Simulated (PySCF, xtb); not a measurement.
butadiene (C₄H₆), SMILES C=CC=C. Other conformers were not sampled.

Harmonic wavenumbers (cm⁻¹) from GFN2-xTB run with xtb 6.7.1 at its own minimum, in rising order: 144, 297, 502, 507, 741, 886, 889, 912, 974, 989, 1040, 1198, 1264, 1293, 1398, 1424, 1664, 1674, 3051, 3061, 3098, 3099, 3128, 3130.

**Question.** What does B3LYP-D3(BJ)/def2-SVP run with PySCF give at its own minimum? (An estimate is asked for; the answer gives what the named calculation found.)

**Answer.** 179, 299, 517, 540, 779, 901, 933, 934, 993, 1003, 1058, 1222, 1301, 1302, 1395, 1453, 1663, 1722, 3131, 3135, 3142, 3145, 3236, 3236. Paired by order, the mean absolute difference is 36 cm⁻¹ and the zero-point energies are 52.0 and 53.2 kcal/mol.
